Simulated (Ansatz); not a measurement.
Geometry optimisation, Ansatz, RKS BLYP/def2-SVP.

input.yaml

```yaml
crystal:
  periodic: [false, false, false]
  atoms:
    - { symbol: Al, position_ang: [0.0, 0.0, 0.0] }
    - { symbol: O, position_ang: [0.0, 0.0, 1.78] }
    - { symbol: H, position_ang: [-0.9095, -0.2814, 2.1171] }
    - { symbol: H, position_ang: [1.351, 0.0, -0.78] }
    - { symbol: H, position_ang: [-1.351, 0.0, -0.78] }
basis:
  gaussian: { orbitals: def2-SVP }
hamiltonian:
  xc: blyp
relax:
  f_tol: 0.02
  max_steps: 40
```

Run as:

```bash
$ ansatz run input.yaml --threads 1 --pin off --max-ram 2048MiB --backend cpu --events-out ev --progress --plain --runs-dir out
```

Question: Where does it end, and by what steps?

Answer: The run converged. After 6 steps the energy has fallen by 0.129 eV; H3 moved furthest, 0.17 Å.

| step | energy less start (eV) | largest force component (eV/Å) | accepted |
| --- | --- | --- | --- |
| 0 | 0.0000 | 1.322 | yes |
| 1 | 0.0428 | 2.718 | no |
| 2 | -0.1043 | 0.597 | yes |
| 3 | -0.1273 | 0.149 | yes |
| 4 | -0.1270 | 0.201 | no |
| 5 | -0.1292 | 0.061 | yes |
| 6 | -0.1294 | 0.004 | yes |

```xyz
5
Properties=species:S:1:pos:R:3
Al -0.037 -0.023 -0.037
O -0.033 -0.124 1.683
H -0.834 -0.176 2.232
H 1.404 0.047 -0.693
H -1.410 -0.006 -0.848
```

The run took 2.4 s on 1 thread of AMD EPYC 9R45 96-Core Processor (Zen 5), on a shared host, peak memory 0.12 GiB.
